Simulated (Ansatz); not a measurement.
**F2, singlet: up the ladder of correlation methods**

Program: Ansatz, Gaussian basis, development build; BCCD by scripts on PySCF. Basis STO-3G, 2 core orbitals frozen, nonrelativistic. Perturbation and coupled-cluster methods stand on the Hartree–Fock determinant that coupled cluster favours. The state met can change along the bond. The basis is small, far from the limit. The unrestricted determinant is a mixture of spins, so it may stand for another state.

Correlation energy of CCSD(T), then each method's total less that of CCSD(T), in eV:

```tsv
case	E corr CCSD(T)	BCCD	BCCD(T)	determinant
1.483 Å RHF	-2.692	0.000	0.000	–
1.836 Å RHF	-5.532	0.000	0.000	–
1.836 Å UHF	-0.613	0.000	0.000	⟨S²⟩ = 0.926
2.259 Å RHF	-8.657	0.000	0.000	–
2.753 Å RHF	-10.531	0.000	0.000	–
2.753 Å UHF	0.005	0.000	0.000	⟨S²⟩ = 1.000
3.954 Å RHF	-11.717	-0.002	-0.002	–
```

**Question.** Give full CI less CCSD(T). Is CCSD(T) good to 1 kcal/mol?

**Answer.** 1.483 Å RHF: 0.000 eV (within); 1.836 Å RHF: 0.000 eV (within); 1.836 Å UHF: 0.000 eV (within, spin-contaminated determinant); 2.259 Å RHF: 0.000 eV (within); 2.753 Å RHF: -0.008 eV (within); 2.753 Å UHF: -0.009 eV (within, spin-contaminated determinant); 3.954 Å RHF: -0.004 eV (within).
